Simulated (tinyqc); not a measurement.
Worked calculation: Pariser-Parr-Pople SCF with singles CI, for the molecule C=C(O)F (SMILES; centres numbered as the heavy atoms are written). One step of it, computed by the program tinyqc.

Task: Singles CI, singlets. Over the 3 single excitations with the smallest orbital gaps: A = (e_a - e_i) delta + 2 (ia|jb) - (ij|ab), with (pq|rs) = sum c_mp c_mq gamma_mn c_nr c_ns. f = 2/3 w |mu|^2 in atomic units, mu = sqrt2 sum c_ia sum_m c_mi c_ma R_m.

orbital energies (eV): -17.260935  -12.795857  -8.761047  1.934034

coefficients:
```
         MO1        MO2        MO3        MO4
1C  0.114321   0.320947   0.717474  -0.607581
2C  0.350271   0.536194   0.302218   0.706024
3O  0.159658   0.689903  -0.620061  -0.337738
4F  0.915833  -0.365408  -0.097051  -0.135306
```

repulsion gamma_rs (eV):
```
           1C         2C         3O         4F
1C  10.570000   7.372480   5.585326   5.625812
2C   7.372480  10.570000   8.715260   8.875083
3O   5.585326   8.715260  22.230000   5.756199
4F   5.625812   8.875083   5.756199  24.550000
```

Centres (angstrom, eV; a flat drawing with bonds scaled to 1.40 angstrom):
```
centre          x          y  core charge z          W   gamma_rr
1C      -1.212000  -0.700000              1  10.550000  10.570000
2C       0.000000   0.000000              1  10.550000  10.570000
3O       1.212000  -0.700000              2  30.650000  22.230000
4F       0.000000   1.400000              2  40.520000  24.550000
```

Give: singlet CI matrix; singlet excitation energies; oscillator strengths.

Result:

singlet CI matrix (eV):
```
         3>4      2>4      1>4
3>4   5.7754  -0.1948  -0.0320
2>4  -0.1948   8.2342  -0.1922
1>4  -0.0320  -0.1922  12.0032
```

singlet excitation energies (eV): 5.7597  8.2400  12.0130

oscillator strengths: 0.6495  0.1919  0.0245
